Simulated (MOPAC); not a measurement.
MOPAC input (PM6):

```
PM6 1SCF CHARGE=-1 GEO-OK AUX(PRECISION=9) THREADS=1
H3Si

Si   -0.00208985 1    0.00098185 1    0.08026338 1
H     0.00076796 1    1.40657062 1   -0.39205880 1
H     1.23601882 1   -0.70198617 1   -0.33410250 1
H    -1.20752894 1   -0.71833034 1   -0.39752608 1
```

From the last part of the output:

```
                                                       MOPAC v23.2.5 Linux

          FINAL HEAT OF FORMATION =          9.11338 KCAL/MOL =      38.13039 KJ/MOL

          COSMO AREA              =         79.58 SQUARE ANGSTROMS
          COSMO VOLUME            =         65.26 CUBIC ANGSTROMS

          IONIZATION POTENTIAL    =          1.863618 EV
          HOMO LUMO ENERGIES (EV) =         -1.864  6.028
          NO. OF FILLED LEVELS    =          4
          MOLECULAR WEIGHT        =         31.1092         POINT GROUP:  C3v

          MOLECULAR DIMENSIONS (Angstroms)

            Atom       Atom       Distance
            H     4    H     2     2.44443
            H     3    H     2     2.11693
            H     2   Si     1     0.45501

          SCF CALCULATIONS        =          1

   ATOM   CHEMICAL          X               Y               Z
  NUMBER   SYMBOL      (ANGSTROMS)     (ANGSTROMS)     (ANGSTROMS)

     1      Si         -0.00208985  *   0.00098185  *   0.08026338  *
     2       H          0.00076796  *   1.40657062  *  -0.39205880  *
     3       H          1.23601882  *  -0.70198617  *  -0.33410250  *
     4       H         -1.20752894  *  -0.71833034  *  -0.39752608  *

                             CARTESIAN COORDINATES

   1   Si       -0.002089850     0.000981850     0.080263380
   2    H        0.000767960     1.406570620    -0.392058800
   3    H        1.236018820    -0.701986170    -0.334102500
   4    H       -1.207528940    -0.718330340    -0.397526080

           Empirical Formula: H3 Si  =     4 atoms

      MOLECULAR POINT GROUP   :   C3v

                  EIGENVALUES
 -14.52509  -7.11119  -7.11119  -1.86362   6.02827   6.02827   6.35916   8.27110
   8.27110   9.16208  10.09907  10.09907

              NET ATOMIC CHARGES AND DIPOLE CONTRIBUTIONS

  ATOM NO.   TYPE          CHARGE      No. of ELECS.   s-Pop       p-Pop       d-Pop
    1         Si          -1.159396        5.1594     1.51337     3.42709     0.21894
    2          H           0.053132        0.9469     0.94687
    3          H           0.053132        0.9469     0.94687
    4          H           0.053132        0.9469     0.94687
 DIPOLE           X         Y         Z       TOTAL
 POINT-CHG.     0.015    -0.007    -0.561     0.561
 HYBRID         0.044    -0.021    -1.698     1.699
 SUM            0.059    -0.028    -2.259     2.260

          ATOMIC ORBITAL ELECTRON POPULATIONS

     Atom    s        px        py        pz      x^2-y^2     xz        z^2       yz        xy
    1 Si   1.51337   0.85036   0.84990   1.72683   0.06858   0.02969   0.01783   0.03207   0.07075
    2  H   0.94687
    3  H   0.94687
    4  H   0.94687

 **********************
 *                    *
 * JOB ENDED NORMALLY *
 *                    *
 **********************

 == MOPAC DONE ==
```

The dipole moment of an ion depends on the origin.
